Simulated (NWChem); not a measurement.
Species: hydrazine (N$_{2}$H$_{4}$); SMILES NN

```xyz
6

N     -0.0584     0.6990     0.0738
N      0.0584    -0.6990     0.0738
H      0.8426     1.1052     0.3138
H     -0.3357     1.0835    -0.8307
H     -0.8426    -1.1052     0.3138
H      0.3357    -1.0835    -0.8307
```
Atoms are numbered in this order, from 1.

Structure relaxed at the PBE0/def2-SVP level.

Symmetry labels are those of C2 in the frame above (b1 and b2, or b-type labels, depend on it). States above −ε(HOMO) = 5.6 eV lie in this functional's continuum and hang on the basis.

Problem. List the 4 lowest vertical singlet excitations from PBE/6-31+G* (spherical d), TDA (NWChem).

Solution. 
```json
[
 {"state": "S1", "energy (eV)": "5.80", "oscillator strength": "0.010", "symmetry": "a", "leading excitation (squared amplitude)": "HOMO → LUMO (0.99)"},
 {"state": "S2", "energy (eV)": "5.84", "oscillator strength": "0.019", "symmetry": "b", "leading excitation (squared amplitude)": "HOMO−1 → LUMO (0.99)"},
 {"state": "S3", "energy (eV)": "6.35", "oscillator strength": "0.038", "symmetry": "a", "leading excitation (squared amplitude)": "HOMO−1 → LUMO+1 (0.99)"},
 {"state": "S4", "energy (eV)": "6.36", "oscillator strength": "0.050", "symmetry": "b", "leading excitation (squared amplitude)": "HOMO → LUMO+1 (0.99)"}
]
```
